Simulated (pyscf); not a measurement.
A first-order saddle from PySCF, ωB97X-D3(BJ)/def2-SVP:

```xyz
6

N      1.0307     1.2947     0.4965
Si     0.5295     0.3852    -0.7344
H      1.6486     2.0859     0.6319
H     -0.9783    -0.5237    -0.2705
H     -0.1019    -1.0148     0.0006
F     -1.3819     0.4104    -0.8475
```
Charge 0, spin multiplicity 2.

Surface: doublet, charge 0. Lowest wavenumbers (cm⁻¹): 1318i, 179, 281, 447, 534.

### Question
Which two sides does it connect, and which bonds change?

### Answer
[HN=SiH]• + HF ⇌ [HN=Si–F]• + H₂, a four-centre exchange read from left to right: H–Si, F–H broken and F–Si, H–H formed. At ωB97M-D3(BJ)/def2-TZVP it lies +64.7 kJ/mol from the left side and +183.3 kJ/mol from the right (each side as separated species at their lowest minima found). On the reactant side the descent ends in a complex, 33.2 kJ/mol under the separated species and 98.0 kJ/mol under the saddle at ωB97X-D3(BJ)/def2-TZVP. The same reactants have a lower exit, to H₂N–SiH•–F (barrier +5.1 kJ/mol at ωB97M-D3(BJ)/def2-TZVP, against +64.7 kJ/mol here). One saddle was located; it need not be the lowest between these sides.
